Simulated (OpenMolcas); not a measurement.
# H2S2 (SMILES SS), step by step

Aim: a single-point energy (UHF/STO-3G), then the energy (CASSCF(2,2)/STO-3G), then the energy (CASPT2(2,2)/STO-3G), then a single-point energy (SC-NEVPT2(2,2)/STO-3G), then a single-point energy (MRCI(2,2)/STO-3G) of H2S2. 

The calculation is run with OpenMolcas 26.06.

3 further runs of the same task are left out: 1 for a known fault of the program, 1 that didn't finish, 1 set aside as unsound or not needed.

## Step 1: The system as given

H2S2 has 4 atoms, charge 0, and is taken as a singlet. SMILES: `SS`. The S1–H3 distance was set to 2.681 Å, away from the relaxed value. At this shape a bond of the SMILES string is far longer than usual.

Bond lengths: S1–S2 2.046 Å, S2–H4 1.341 Å. Angles: S1–S2–H4 98.2°.

## Step 2: The energy at UHF/STO-3G (run 1)

mol.xyz

```xyz
4

S      1.740235    -0.244996    -0.594929
S      1.006995     1.664014    -0.659919
H     -0.206390    -1.349250     0.881770
H      0.379125     1.586644    -1.842009
```

step1.input

```
>>> EXPORT MOLCAS_PRINT=2

&GATEWAY
  BasLib = $CurrDir
  Coord = mol.xyz
  Basis = STO-3G
  Group = NoSym

&SEWARD

&SCF
  UHF
  Scramble = 0.25
  PrOrbitals = 1 1
```

The basis set STO-3G is read from a file made from the Basis Set Exchange's data (not shown).

On the command line:

```console
$ export MOLCAS_MEM=1860
$ pymolcas step1.input > step1.log
```

Standard output:

```text
--- Start Module: gateway ---
[...]
--- Stop Module: gateway /rc=_RC_ALL_IS_WELL_ ---
--- Start Module: seward ---
[...]
      Basis functions           20
--- Stop Module: seward /rc=_RC_ALL_IS_WELL_ ---
[...]
--- Start Module: scf ---
[...]
       Convergence after  27 Iterations
[...]
::    Total SCF energy                               -787.3728192054
[...]
      Total spin, S                                     0.6077354043
[...]
      Total electronic charge=   34.000000
      Total            charge=   -0.000000
[...]
      Dipole Moment (debye):
      Origin of the operator (angstrom)=    1.3343    0.6915   -0.6229
                   X= -3.2495E-01               Y= -1.1467E-01               Z= -7.1690E-01           Total=  7.9541E-01
      Quadrupole Moment (debye*angstrom):
[...]
--- Stop Module: scf /rc=_RC_ALL_IS_WELL_ ---
[...]
```

Run time: 3.3 s. Hardware: 1 thread of Arm Neoverse N1, shared host; peak memory 0.37 GiB.

## Step 3: A single-point energy at CASSCF(2,2)/STO-3G (run 2)

mol.xyz is that of step 2.

step2.inp

```
>>> EXPORT MOLCAS_PRINT=2

&GATEWAY
 BASLIB=$CurrDir
 COORD=mol.xyz
 BASIS=STO-3G
 GROUP=NoSym

&SEWARD

&RASSCF
 FILEORB=$CurrDir/step1.UnaOrb
 SPIN=1
 NACTEL=2 0 0
 INACTIVE=16
 RAS2=2
 ORBLISTING=Nothing
 ORBAPPEAR=Compact
```

The basis set STO-3G is read from a file made from the Basis Set Exchange's data (not shown).

On the command line:

```console
$ export MOLCAS_MEM=1860
$ pymolcas step2.inp > step2.log
```

Standard output:

```text
--- Start Module: gateway ---
[...]
--- Stop Module: gateway /rc=_RC_ALL_IS_WELL_ ---
--- Start Module: seward ---
[...]
      Basis functions           20
--- Stop Module: seward /rc=_RC_ALL_IS_WELL_ ---
--- Start Module: rasscf ---
[...]
      Number of active orbitals                  2
[...]
      Spin quantum number                      0.0
[...]
      Active orbitals                            2
[...]
      Number of CSFs                             3
[...]
      Number of root(s) required                 1
[...]
      Convergence after 14 iterations
[...]
      printout of CI-coefficients larger than  0.05 for root  1
      energy=    -787.377724
      conf/sym  11     Coeff  Weight
             1  20  -0.81330 0.66146
             3  02   0.58185 0.33854
      Natural orbitals and occupation numbers for root  1
      sym 1:   1.322911   0.677089
      ************************************************************************************************************************
      *                                                    Final results                                                     *
[...]
::    RASSCF root number  1 Total energy:   -787.37772386
[...]
      Total electronic charge=   34.000000
      Total            charge=   -0.000000
[...]
      Dipole Moment (debye):
      Origin of the operator (angstrom)=    1.3343    0.6915   -0.6229
                   X= -3.2856E-01               Y= -1.1605E-01               Z= -7.1906E-01           Total=  7.9904E-01
      Quadrupole Moment (debye*angstrom):
[...]
--- Stop Module: rasscf /rc=_RC_ALL_IS_WELL_ ---
[...]
```

Wall time 2.6 s (1 thread of Arm Neoverse N1, shared host); peak memory 0.37 GiB.

## Step 4: A single-point energy at CASPT2(2,2)/STO-3G (run 3)

mol.xyz is that of step 3.

step3.input

```
* H2S2 CASPT2

&GATEWAY
 BasLib=$CurrDir
 Coord=mol.xyz
 Basis=STO-3G
 Group=NoSym

&SEWARD

&RASSCF
 FileOrb=$CurrDir/step2.RasOrb
 Spin=1
 Nactel=2 0 0
 Inactive=16
 Ras2=2
 OrbListing=Nothing
 OrbAppear=Compact

&CASPT2
 Imaginary=0.1
 Frozen=10
```

The basis set STO-3G is read from a file made from the Basis Set Exchange's data (not shown).

On the command line:

```console
$ export MOLCAS_MEM=1860
$ pymolcas step3.input > step3.log
```

Standard output:

```text
--- Start Module: gateway ---
[...]
--- Stop Module: gateway /rc=_RC_ALL_IS_WELL_ ---
[...]
      Basis functions           20
[...]
--- Start Module: rasscf ---
[...]
      Number of active orbitals                  2
[...]
      Spin quantum number                      0.0
[...]
      Active orbitals                            2
[...]
      Number of CSFs                             3
[...]
      Number of root(s) required                 1
[...]
      Convergence after  4 iterations
[...]
      printout of CI-coefficients larger than  0.05 for root  1
      energy=    -787.377724
      conf/sym  11     Coeff  Weight
             1  20  -0.81330 0.66146
             3  02   0.58185 0.33854
      Natural orbitals and occupation numbers for root  1
      sym 1:   1.322911   0.677089
      ************************************************************************************************************************
      *                                                    Final results                                                     *
[...]
::    RASSCF root number  1 Total energy:   -787.37772386
[...]
      Total electronic charge=   34.000000
      Total            charge=   -0.000000
[...]
      Dipole Moment (debye):
      Origin of the operator (angstrom)=    1.3343    0.6915   -0.6229
                   X= -3.2856E-01               Y= -1.1603E-01               Z= -7.1907E-01           Total=  7.9905E-01
      Quadrupole Moment (debye*angstrom):
[...]
--- Stop Module: rasscf /rc=_RC_ALL_IS_WELL_ ---
--- Start Module: caspt2 ---
[...]
 ###    WARNING: User changed nr of frozen orbitals.                         ###
 ###############################################################################
[...]
      E2 (Variational):          -0.0380784966
      Total energy:            -787.4158023567
[...]
      Reference weight:           0.97667
[...]
::    CASPT2 Root  1     Total energy:   -787.41580236
[...]
--- Stop Module: caspt2 /rc=_RC_ALL_IS_WELL_ ---
[...]
```

Run time: 2.5 s. Hardware: 1 thread of Arm Neoverse N1, shared host; peak memory 0.37 GiB.

## Step 5: A single-point energy at SC-NEVPT2(2,2)/STO-3G (run 4)

mol.xyz is that of step 4.

step4.inp

```
* H2S2 NEVPT2

&GATEWAY
 BASLIB=$CurrDir
 COORD=mol.xyz
 BASIS=STO-3G
 GROUP=NoSym

&SEWARD

&RASSCF
 FILEORB=$CurrDir/step2.RasOrb
 SPIN=1
 NACTEL=2 0 0
 INACTIVE=16
 RAS2=2
 ORBLISTING=Nothing
 ORBAPPEAR=Compact

&CASPT2
 SC-NEVPT2
 FROZEN=10
```

The basis set STO-3G is read from a file made from the Basis Set Exchange's data (not shown).

On the command line:

```console
$ export MOLCAS_MEM=1860
$ pymolcas step4.inp > step4.log
```

Standard output:

```text
--- Start Module: gateway ---
[...]
--- Stop Module: gateway /rc=_RC_ALL_IS_WELL_ ---
[...]
      Basis functions           20
[...]
--- Start Module: rasscf ---
[...]
      Number of active orbitals                  2
[...]
      Spin quantum number                      0.0
[...]
      Active orbitals                            2
[...]
      Number of CSFs                             3
[...]
      Number of root(s) required                 1
[...]
      Convergence after  4 iterations
[...]
      printout of CI-coefficients larger than  0.05 for root  1
      energy=    -787.377724
      conf/sym  11     Coeff  Weight
             1  20  -0.81330 0.66146
             3  02   0.58185 0.33854
      Natural orbitals and occupation numbers for root  1
      sym 1:   1.322911   0.677089
      ************************************************************************************************************************
      *                                                    Final results                                                     *
[...]
::    RASSCF root number  1 Total energy:   -787.37772386
[...]
      Total electronic charge=   34.000000
      Total            charge=   -0.000000
[...]
      Dipole Moment (debye):
      Origin of the operator (angstrom)=    1.3343    0.6915   -0.6229
                   X= -3.2856E-01               Y= -1.1603E-01               Z= -7.1907E-01           Total=  7.9905E-01
      Quadrupole Moment (debye*angstrom):
[...]
--- Stop Module: rasscf /rc=_RC_ALL_IS_WELL_ ---
--- Start Module: caspt2 ---
[...]
 ###    WARNING: User changed nr of frozen orbitals.                         ###
 ###############################################################################
[...]
      E2 (Variational):          -0.0374452361
[...]
      E2 (Variational):          -0.0374208808
      Total energy:            -787.4151447409
[...]
      Reference weight:           0.97756
[...]
::    SC-NEVPT2 Root  1     Total energy:   -787.41514474
[...]
--- Stop Module: caspt2 /rc=_RC_ALL_IS_WELL_ ---
[...]
```

Wall time 2.5 s (1 thread of Arm Neoverse N1, shared host); peak memory 0.37 GiB.

## Step 6: The energy at MRCI(2,2)/STO-3G (run 5)

mol.xyz is that of step 5.

step5.input

```
>>> EXPORT MOLCAS_PRINT=2

&GATEWAY
  BASLIB = $CurrDir
  COORD = mol.xyz
  BASIS = STO-3G
  GROUP = NoSym

&SEWARD

&RASSCF
  FILEORB = $CurrDir/step2.RasOrb
  SPIN = 1
  NACTEL = 2 0 0
  INACTIVE = 16
  RAS2 = 2
  ORBLISTING = Nothing
  ORBAPPEAR = Compact

&MOTRA
  LUMORB
  FROZEN = 10

&GUGA
  ELECTRONS = 14
  SPIN = 1
  INACTIVE = 6
  ACTIVE = 2
  CIALL = 1

&MRCI
  SDCI
```

The basis set STO-3G is read from a file made from the Basis Set Exchange's data (not shown).

On the command line:

```console
$ export MOLCAS_MEM=1860
$ pymolcas step5.input > step5.log
```

Standard output:

```text
--- Start Module: gateway ---
[...]
--- Stop Module: gateway /rc=_RC_ALL_IS_WELL_ ---
[...]
      Basis functions           20
[...]
      Number of active orbitals                  2
[...]
      Spin quantum number                      0.0
[...]
      Active orbitals                            2
[...]
      Number of CSFs                             3
[...]
      Number of root(s) required                 1
[...]
      Convergence after  4 iterations
[...]
      printout of CI-coefficients larger than  0.05 for root  1
      energy=    -787.377724
      conf/sym  11     Coeff  Weight
             1  20  -0.81330 0.66146
             3  02   0.58185 0.33854
      Natural orbitals and occupation numbers for root  1
      sym 1:   1.322911   0.677089
      ************************************************************************************************************************
      *                                                    Final results                                                     *
[...]
::    RASSCF root number  1 Total energy:   -787.37772386
[...]
      Dipole Moment (debye):
      Origin of the operator (angstrom)=    1.3343    0.6915   -0.6229
                   X= -3.2856E-01               Y= -1.1603E-01               Z= -7.1907E-01           Total=  7.9905E-01
      Quadrupole Moment (debye*angstrom):
[...]
      *** WARNING: Default frozen orbitals is overwritten by user input.
      *** Default values:  10
[...]
--- Start Module: guga ---
[...]
--- Stop Module: guga /rc=_RC_ALL_IS_WELL_ ---
--- Start Module: mrci ---
[...]
       (But an ACPF correction will be computed)
       USE THE DEFAULT ACPF G-VALUE GFAC=  0.14285714285714285
[...]
                      CI ENERGY:  -787.43089353
[...]
                ACPF CORRECTION:    -0.00264512
[...]
      Total electronic charge=   34.000000
      Total            charge=   -0.000000
[...]
     ACPF CORRECTION:     -0.00264512
[...]
  CI State   1     Total energy:   -787.43089353     QDav:     -0.00311178     QACPF:     -0.00264512
[...]
--- Stop Module: mrci /rc=_RC_ALL_IS_WELL_ ---
[...]
```

It took 2.7 s on 1 thread of Arm Neoverse N1, shared host; peak memory 0.37 GiB.

## Step 7: Outcome

```
                                                    quantity          value
                             run 1, UHF/STO-3G: total energy  -787.37282 Eh
                            run 1, UHF/STO-3G: dipole moment         0.80 D
                              run 1, UHF/STO-3G: HOMO energy       -6.63 eV
                              run 1, UHF/STO-3G: LUMO energy        5.82 eV
                            run 1, UHF/STO-3G: HOMO–LUMO gap       12.45 eV
                                     run 1, UHF/STO-3G: ⟨S²⟩          0.977
                     run 2, CASSCF(2,2)/STO-3G: total energy  -787.37772 Eh
   run 2, CASSCF(2,2)/STO-3G: dipole moment (CASSCF density)         0.80 D
                     run 3, CASPT2(2,2)/STO-3G: total energy  -787.41580 Eh
   run 3, CASPT2(2,2)/STO-3G: dipole moment (CASSCF density)         0.80 D
                  run 4, SC-NEVPT2(2,2)/STO-3G: total energy  -787.41514 Eh
run 4, SC-NEVPT2(2,2)/STO-3G: dipole moment (CASSCF density)         0.80 D
                       run 5, MRCI(2,2)/STO-3G: total energy  -787.43089 Eh
     run 5, MRCI(2,2)/STO-3G: dipole moment (CASSCF density)         0.80 D
```

In words: ⟨S²⟩ (run 1, UHF/STO-3G) is 0.98 where a pure singlet has 0.00: the reference is spin-contaminated.
